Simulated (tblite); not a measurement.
Compound: ammonia, NH₃.
Hydrogens: H2, H3, H4 on N1.

Computed with GFN2-xTB (tblite), gas phase: Langevin dynamics at 300 K from the optimised GFN2-xTB geometry, time step 0.5 fs, friction 0.01 fs⁻¹, 2000 steps. The instantaneous temperature is 2·E(kin)/(3Nk) with all 3N coordinates.

| t (fs) | T (K) | E(pot) above start (eV) | N1–H2 (Å) | N1–H3 (Å) | N1–H4 (Å) | N1–H2 (Å) |
| --- | --- | --- | --- | --- | --- | --- |
| 0 | 124 | 0.000 | 1.013 | 1.013 | 1.013 | 1.013 |
| 25 | 180 | 0.007 | 1.008 | 1.010 | 1.013 | 1.008 |
| 50 | 187 | 0.041 | 1.012 | 1.002 | 1.052 | 1.012 |
| 75 | 151 | 0.073 | 1.007 | 1.032 | 0.970 | 1.007 |
| 100 | 352 | 0.055 | 1.005 | 0.985 | 1.043 | 1.005 |
| 125 | 472 | 0.019 | 1.025 | 1.022 | 1.014 | 1.025 |
| 150 | 383 | 0.061 | 0.992 | 1.056 | 1.012 | 0.992 |
| 175 | 251 | 0.115 | 1.034 | 0.992 | 1.027 | 1.034 |
| 200 | 245 | 0.076 | 0.984 | 1.033 | 1.002 | 0.984 |
| 225 | 230 | 0.061 | 0.999 | 0.971 | 1.015 | 0.999 |
| 250 | 295 | 0.059 | 1.040 | 1.023 | 1.016 | 1.040 |
| 275 | 314 | 0.050 | 0.989 | 1.036 | 1.020 | 0.989 |
| 300 | 168 | 0.046 | 1.033 | 1.009 | 1.007 | 1.033 |
| 325 | 193 | 0.039 | 1.012 | 1.019 | 1.015 | 1.012 |
| 350 | 242 | 0.035 | 0.985 | 1.030 | 1.015 | 0.985 |
| 375 | 166 | 0.093 | 1.067 | 0.980 | 0.993 | 1.067 |
| 400 | 150 | 0.043 | 0.979 | 1.041 | 1.017 | 0.979 |
| 425 | 294 | 0.025 | 1.037 | 1.026 | 1.015 | 1.037 |
| 450 | 294 | 0.034 | 1.022 | 0.996 | 0.989 | 1.022 |
| 475 | 250 | 0.057 | 0.998 | 1.028 | 1.058 | 0.998 |
| 500 | 272 | 0.066 | 1.041 | 1.004 | 0.970 | 1.041 |
| 525 | 168 | 0.056 | 1.000 | 1.027 | 1.047 | 1.000 |
| 550 | 331 | 0.043 | 1.003 | 1.022 | 0.983 | 1.003 |
| 575 | 254 | 0.015 | 1.030 | 0.996 | 1.007 | 1.030 |
| 600 | 151 | 0.096 | 1.031 | 1.016 | 1.048 | 1.031 |
| 625 | 205 | 0.054 | 1.010 | 1.016 | 0.976 | 1.010 |
| 650 | 252 | 0.117 | 1.045 | 1.001 | 1.046 | 1.045 |
| 675 | 267 | 0.150 | 0.963 | 1.077 | 1.004 | 0.963 |
| 700 | 402 | 0.153 | 1.063 | 0.947 | 1.013 | 1.063 |
| 725 | 411 | 0.081 | 0.994 | 1.063 | 1.012 | 0.994 |
| 750 | 381 | 0.067 | 1.004 | 1.026 | 1.020 | 1.004 |
| 775 | 364 | 0.077 | 1.050 | 0.993 | 1.016 | 1.050 |
| 800 | 303 | 0.127 | 0.970 | 1.066 | 1.032 | 0.970 |
| 825 | 170 | 0.170 | 1.050 | 0.979 | 0.998 | 1.050 |
| 850 | 181 | 0.054 | 1.029 | 1.030 | 1.019 | 1.029 |
| 875 | 278 | 0.060 | 0.995 | 1.001 | 1.033 | 0.995 |
| 900 | 344 | 0.110 | 1.054 | 1.041 | 1.024 | 1.054 |
| 925 | 365 | 0.028 | 0.979 | 1.019 | 1.006 | 0.979 |
| 950 | 251 | 0.075 | 1.039 | 0.994 | 1.043 | 1.039 |
| 975 | 307 | 0.069 | 1.018 | 1.025 | 0.971 | 1.018 |
| 1000 | 274 | 0.090 | 0.984 | 1.023 | 1.072 | 0.984 |

Problem. From 500 fs on, how do temperature and potential energy compare with equipartition?

Solution. The mean temperature of these 21 frames is 283 K against the target 300 K, and the mean potential energy 0.08 eV against 6 × kT/2 = 0.08 eV for 6 classical harmonic modes. For 4 atoms in a canonical ensemble the temperature itself scatters by T·√(2/(3N)) = 122 K; here its standard deviation is 77 K. The whole run lasts only 10 friction times of 100 fs, so these averages carry a wide statistical error.

Problem. What are the kinetic and total energies of the listed frame with the highest potential energy?

Solution. The one at 825 fs, 0.170 eV above the start. Its kinetic energy is 3NkT/2 = 0.088 eV at 170 K, so the sum is 0.26 eV; over the listed frames the sum runs from 0.06 to 0.36 eV, since the thermostat adds and removes energy.

Problem. How much do the listed bonds fluctuate from 500 fs on?

Solution. 
| bond | at the start (Å) | mean (Å) | standard deviation (Å) |
| --- | --- | --- | --- |
| N1–H2 | 1.013 | 1.017 | 0.029 |
| N1–H3 | 1.013 | 1.017 | 0.029 |
| N1–H4 | 1.013 | 1.016 | 0.027 |
| N1–H2 | 1.013 | 1.017 | 0.029 |

The motion is classical and holds no zero-point motion.

The cost below is that of the whole dynamics run. Time: 4.1 s of wall time; peak memory 0.18 GiB. Hardware: Arm Neoverse N1, one thread, shared host.
